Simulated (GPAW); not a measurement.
**CH4AlN (SMILES [CH2]1[NH][AlH]1) at PBE/real-space grid (scalar-relativistic datasets)**

Wanted: energy and one-electron properties of CH4AlN. 

The calculation is run with GPAW 26.7.0.

5 further runs of the same task are left out: 5 set aside as unsound or not needed.

**1. The system as given**

The species is CH4AlN (7 atoms), meant as a singlet with charge 0. As SMILES, `[CH2]1[NH][AlH]1`. The shape comes from GFN2-xTB, which is rough for such elements, and wasn't checked as a minimum.

Bond lengths: C1–N2 1.570 Å, C1–Al3 1.929 Å, N2–Al3 1.743 Å, C1–H4 1.091 Å, C1–H5 1.091 Å, N2–H6 1.011 Å, Al3–H7 1.537 Å. Some angles: C1–N2–Al3 71.0°, N2–C1–Al3 58.7°, C1–Al3–N2 50.3°, C1–N2–H6 116.2°, Al3–N2–H6 172.8°, N2–C1–H4 112.8°, N2–C1–H5 112.8°, Al3–C1–H4 124.7°, Al3–C1–H5 124.6°, C1–Al3–H7 156.1°.

**2. The charge distribution at PBE/real-space grid (scalar-relativistic datasets)**

Contents of CH4AlN.xyz:

```xyz
7

C     -0.517890    -0.020150    -0.640660
N     -0.188350     0.490850     0.806340
Al     1.124820    -0.508400     0.244280
H     -1.412790    -0.642830    -0.675750
H     -0.615380     0.791140    -1.363180
H     -0.881950     1.084740     1.239310
H      2.491530    -1.195350     0.389660
```

Contents of CH4AlN.py:

```python
import numpy as np
from ase.io import read
from ase.units import Debye
from gpaw import GPAW

system = read('CH4AlN.xyz')
system.center(vacuum=4.5)

gpaw_calc = GPAW(mode='fd', xc='PBE', h=0.18, maxiter=150, txt='-')
system.calc = gpaw_calc

energy = system.get_potential_energy()
print(f'Energy = {energy:.5f} eV')
forces = system.get_forces()
print('Forces (eV/Ang)')
for symbol, f in zip(system.symbols, forces):
    print(f'{symbol:2} {f[0]:9.4f} {f[1]:9.4f} {f[2]:9.4f}')
dipole = system.get_dipole_moment() / Debye
print(f'Dipole: {np.linalg.norm(dipole):.3f} D')
homo, lumo = gpaw_calc.get_homo_lumo()
print(f'HOMO: {homo:.3f} eV')
print(f'LUMO = {lumo:.3f} eV')
print(f'Gap                     {lumo - homo:.3f} eV')
```

Launch:

```console
$ OMP_NUM_THREADS=1 python CH4AlN.py
```

Output:

```text
[...]
Number of symmetries: 1
[...]
  Number of IBZ points: 1
[...]
Spin-components: 1 (collinear spins)
Bands:           14
[...]
  Valence electrons: 16.0
[...]
  Grid points: [72 64 64]
  Charge: 0.0  # |e|
[...]
    cutoffs:
[...]
occupation numbers:
  # Zero width
[...]
xc functional:
  name: PBE with 2 nearest neighbor stencil
[...]
|iter     |     time |      energy | eigst |  dens |
[...]
|iter:   1| 00:00:04 |  -38.355617 | +1.19 |       |
[...]
|iter:  15| 00:00:24 |  -32.953448c| -7.46c| -5.83c|
Converged in 15 steps
[...]
Energy contributions relative to reference atoms: (reference = -9162.733534)
Energy contributions:
  Kinetic:          34.996557
  Coulomb:         -35.931888
  Zero:              0.462844
  External:          0.000000
  Xc:              -32.480961
  Entropy:           0.000000
  Spinorbit:         0.000000
  ----------------------------
  Free energy:     -32.953448
  Extrapolated:    -32.953448
dipole moment: (0.157957, -0.055687, 0.069684)  # |e|*Ang
Fermi level: -3.406
Eigenvalues  # (at kpt = [0.000, 0.000, 0.000])
| band index |      eig [eV] | occ [0-2] |
|------------|---------------|-----------|
|          0 |       -20.457 |     2.000 |
|          1 |       -14.928 |     2.000 |
|          2 |       -11.894 |     2.000 |
|          3 |        -9.679 |     2.000 |
|          4 |        -9.375 |     2.000 |
|          5 |        -7.650 |     2.000 |
|          6 |        -5.746 |     2.000 |
|          7 |        -5.212 |     2.000 |
|          8 |        -1.599 |     0.000 |
|          9 |        -1.141 |     0.000 |
|         10 |        -0.687 |     0.000 |
|         11 |         0.340 |     0.000 |
[...]
Gap: 3.614 eV
Transition (v -> c):
[...]
Forces (eV/Ang)
C     0.1026    0.2730    0.6919
N     0.0366   -0.3198   -0.6172
Al   -0.7993    0.2826   -0.3429
H    -0.1240   -0.2862   -0.0150
H     0.1291    0.1645   -0.2390
H     0.0947    0.0898    0.2933
H     0.5960   -0.2040    0.2748
Dipole: 0.871 D
HOMO: -5.212 eV
LUMO = -1.599 eV
Gap                     3.614 eV
```

Wall time 24 s (1 thread of Intel Xeon 6975P-C (Granite Rapids), shared host); peak memory 0.72 GiB.

**3. Results**

Level: PBE/real-space grid (scalar-relativistic datasets).

```
                                              quantity        value
energy as printed (from the program's reference atoms)  -32.9534 eV
                                         dipole moment       0.87 D
                                           HOMO energy     -5.21 eV
                                           LUMO energy     -1.60 eV
                                         HOMO–LUMO gap      3.61 eV
                              largest force on an atom   0.914 eV/Å
```

What this shows: The largest force is 0.91 eV/Å: the shape isn't a stationary point for this species at this level.
